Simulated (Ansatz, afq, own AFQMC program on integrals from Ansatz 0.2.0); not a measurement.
## Where AFQMC and coupled cluster stand for N₂H, quartet

```yaml
atoms:
  - { symbol: N, position_ang: [0.0000, 0.2492, 0.6544] }
  - { symbol: N, position_ang: [0.0000, -0.1950, -0.7187] }
  - { symbol: H, position_ang: [0.0000, -0.7535, 0.8938] }
```

Connectivity, by distances: NH–N.

Basis cc-pVDZ. Only valence electrons are correlated. AFQMC by an in-house program on the Cholesky factors that Ansatz 0.2.0 writes for its CCSD(T) run. The CISD trial takes its coefficients from CCSD amplitudes. Released means that phaseless walkers are propagated on without the constraint, phases kept. Error bars are statistical, one sigma.

Determinant: UHF, the one that the program's search chose, which needn't be the lowest solution. The geometry is a point of a scan.

No full CI on the walks' own integrals is used here; CCSDT(Q) serves as the reference and is uncertain by about the last step of the cluster series.

Cautions: lower spins were not checked.

The T1 diagnostic is 0.0177, the weight of the determinant in the CISD state is 0.905 and the ⟨S²⟩ of the determinant is 3.774. The size of the correlated space is 11 electrons in 31 orbitals.

Reference: CCSDT(Q), correlation energy -7.338 eV. The released energy is read at 2.40 1/Eh (meV from the phaseless value at times in 1/Eh: 8 ± 12 at 0.24, 21 ± 10 at 0.51, 36 ± 10 at 0.99, -9 ± 12 at 1.62, 16 ± 18 at 2.40).

| level | E − E(reference) (kJ/mol) | share of correlation (%) |
| --- | --- | --- |
| HF | 708.0 | 0.00 |
| MP2 | 105.3 | 85.13 |
| CCSD | 20.0 | 97.17 |
| CCSD(T) | 3.7 | 99.48 |
| CCSDT | 1.4 | 99.81 |
| ph-AFQMC/CISD | -0.6 ± 0.9 | 100.08 |
| released AFQMC | 1.0 ± 1.8 | 99.86 |

A walk keeps the symmetry of its determinant, which the program's search chose and which needn't be the lowest solution, so a lower state of the same spin and another symmetry isn't excluded. Released energies are given only where the last usable release times agree within the noise; a slower fall can still hide under it.
